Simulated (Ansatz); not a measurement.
# CHNO: the cost of one run

Computed with Ansatz 0.2.0 (the levels named in each step, unless a step's input says otherwise).

## (1) The system as given

Bond lengths: N1–C2 1.208 Å, C2–O3 1.135 Å, N1–H4 1.015 Å. Angles: N1–C2–O3 180.0°, C2–N1–H4 180.0°.

As a file:

```xyz
4

N     0.0000    0.0000   -0.6338
C     0.0000    0.0000    0.5738
O     0.0000    0.0000    1.7089
H     0.0000    0.0000   -1.6489
```

## (2) A rough first relaxation, PBE-D4/def2-SVP

This run stands in another session on the same molecule. It ended at:

```xyz
4

N     0.0000    0.0000   -0.6422
C     0.0000    0.0000    0.5711
O     0.0000    0.0000    1.7476
H     0.0000    0.0000   -1.6765
```

## (3) Relaxation, HF/STO-3G

The input, input.yaml:

```yaml
crystal:
  periodic: [false, false, false]
  atoms:
    - { symbol: "N", position_ang: [0.0, 0.0, -0.64224626] }
    - { symbol: C, position_ang: [0.0, 0.0, 0.57114522] }
    - { symbol: O, position_ang: [0.0, 0.0, 1.7476063] }
    - { symbol: H, position_ang: [0.0, 0.0, -1.67650526] }
magnetization:
  spin_polarized: true
  initial_magnetization: 1
total_charge: 1
basis:
  gaussian: { orbitals: STO-3G }
hamiltonian:
  xc: hf
relax:
  f_tol: 0.002
  max_steps: 150
```

Started as:

```sh
$ ansatz run input.yaml --threads 2 --pin off --max-ram 5120MiB --backend cpu --events-out ev --progress --plain --runs-dir out
```

**Question.** How long does this run take on 2 threads of Intel Xeon at 2.50GHz (Skylake/Cascade Lake), shared host, and how much memory does it need?

About 4.4 s, with a peak of 0.11 GiB.
